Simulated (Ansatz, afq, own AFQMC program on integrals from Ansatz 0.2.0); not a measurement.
# SiH4O, triplet in cc-pVTZ, levels against AFQMC with the constraint released

```xyz
6

Si   -0.9437    0.0000    0.0000
H    -1.4385    1.3997    0.0000
H    -1.4385   -0.6999    1.2122
H    -1.4385   -0.6999   -1.2122
H     0.5409    0.0000    0.0000
O     1.8943    0.0000    0.0000
```

Connectivity, by distances: SiH4 ··· O.

Basis cc-pVTZ. Only valence electrons are correlated. Integrals, coupled cluster, full CI and functionals: Ansatz 0.2.0; the random walks run on the same integrals in our own AFQMC program. ph-AFQMC/CISD is guided by a CISD state made of CCSD amplitudes; releasing the constraint for a short imaginary time cuts its bias at the price of noise, slowly where states lie close. ± is one standard error of the sampling.

Determinant: UHF, the one that the program's search chose, which needn't be the lowest solution. The geometry is a point of a scan.

No full CI on the walks' own integrals is used here. The released AFQMC energy serves as the reference, which it does only where one determinant dominates, the energy is flat over the last release times and near the phaseless one (40 meV or 2 meV an electron, half that with transition metals). On small molecules, where full CI could be run and the noise was under 10 meV, such values lay within 10 meV of it in 19 cases of 20, a flattering rate, since the rule was set on those same cases; what remains of the bias isn't in the error bar.

Cautions: lower spins were not checked; the ph-AFQMC/CISD walk drifts between its halves (2.1 errors); the released value is read at 0.99 1/Eh, later times being too noisy (meV from the phaseless value at times in 1/Eh: -10 ± 4 at 0.24, -13 ± 5 at 0.51, -14 ± 7 at 0.99, -10 ± 8 at 1.62, -8 ± 12 at 2.40).

```
T1 diagnostic                               : 0.0220
weight of the determinant in the CISD state : 0.866
⟨S²⟩ of the determinant                     : 2.026
size of the correlated space                : 14 electrons in 114 orbitals
```

| level | correlation energy (eV) |
| --- | --- |
| MP2 | -8.3807 |
| CCSD | -9.6545 |
| CCSD(T) | -9.9101 |

Estimate where phaseless AFQMC with the Hartree–Fock trial lies against CCSD(T) on the same integrals.

0.95 ± 1.07 mEh above CCSD(T). The gap is under twice the noise, so this walk alone can't tell the two apart.

Reference: AFQMC with the constraint released, correlation energy -9.951 ± 0.007 eV.

| level | E − E(reference) (mEh) | share of correlation (%) |
| --- | --- | --- |
| CCSD(T) | 1.52 ± 0.24 | 99.58 |
| ph-AFQMC/HF | 2.47 ± 1.09 | 99.32 |
| ph-AFQMC/CISD | 0.51 ± 0.28 | 99.86 |

A walk keeps the symmetry of its determinant, which the program's search chose and which needn't be the lowest solution, so a lower state of the same spin and another symmetry isn't excluded. Released energies are given only where the last usable release times agree within the noise; a slower fall can still hide under it.
